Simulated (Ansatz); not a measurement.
We consider cuprite Ag2O, described by HSE06 (PAW; Ansatz, a program for electronic structure).

Settings: plane-wave cutoff 500 eV, 6×6×6 k mesh, Fermi–Dirac smearing 0.05 eV, no spin polarisation, scalar-relativistic PAW data made under PBE.

Cell (relaxed at this level):

```xyz
6
Lattice="4.7900 0.0000 0.0000 0.0000 4.7900 0.0000 0.0000 0.0000 4.7900" Properties=species:S:1:pos:R:3 pbc="T T T"
Ag     3.5925     1.1975     3.5925
Ag     1.1975     3.5925     3.5925
Ag     3.5925     3.5925     1.1975
Ag     1.1975     1.1975     1.1975
O      0.0000     0.0000     0.0000
O      2.3950     2.3950     2.3950
```

Question: Predict the band gap.

Answer: 
- band gap: 1.11 eV (on the SCF k mesh)

Measured, for comparison: band gap 1.2 eV (temperature not stated, no zero-point or thermal correction, photoconductivity; as tabulated in He and Franchini (2017), arXiv:1706.08159).

Note: exact exchange on metals is sensitive to the k mesh and can open a false gap.

Spin–orbit coupling is not included.

The result took roughly 18 core-minutes.
